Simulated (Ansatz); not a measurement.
We consider hcp Hf, described by LDA in Ansatz (plane waves, PAW).

Numerical settings: plane-wave cutoff 520 eV, 18×18×12 k mesh (along the axes of the cell as run), Fermi–Dirac smearing 0.05 eV, scalar-relativistic PAW data made under PBE.

Shape and atoms are relaxed at each volume.

Pressure at four volumes; x = ln(V/20.826 Å³). One pressure is withheld.

```json
[
 {"V (Å³/atom)": "19.993", "x": "-0.0408", "P (GPa)": "?"},
 {"V (Å³/atom)": "20.410", "x": "-0.0202", "P (GPa)": "2.51"},
 {"V (Å³/atom)": "20.826", "x": "0.0000", "P (GPa)": "0.00"},
 {"V (Å³/atom)": "21.659", "x": "0.0392", "P (GPa)": "-4.41"}
]
```

### Question
Pass a parabola P(x) through the three rows shown, estimate the bulk modulus and its pressure derivative near zero pressure, and predict the withheld pressure.

### Answer
Slopes between the rows: (0.00 − (2.51))/(0.0000 − (-0.0202)) = -124.26 and (-4.41 − (0.00))/(0.0392 − (0.0000)) = -112.50 GPa. Their difference over the span 0.0594 is c = 11.76/0.0594 = 198.0 GPa, so P(x) = 2.51 + (-124.26)(x − (-0.0202)) + 198.0 (x − (-0.0202))(x − (0.0000)). At the middle row B = −dP/dx = −[-124.26 + 198.0 × 0.0202] = 120.3 GPa, and B′ = dB/dP = 2c/B = 3.3. At x = -0.0408 the parabola gives 5.24 GPa; the run gives 5.26 GPa. The Birch–Murnaghan fit to the energies at all volumes has B0 = 120 GPa and B′ = 3.4.

Measured, for comparison: bulk modulus 110 GPa (zero-point energy and finite temperature contributions removed; as tabulated in doi:10.1021/acs.jctc.3c00612). Computed less measured: bulk modulus +9 %.

Spin–orbit coupling is not included.

Ansatz is a quantum-chemistry and plane-wave program.
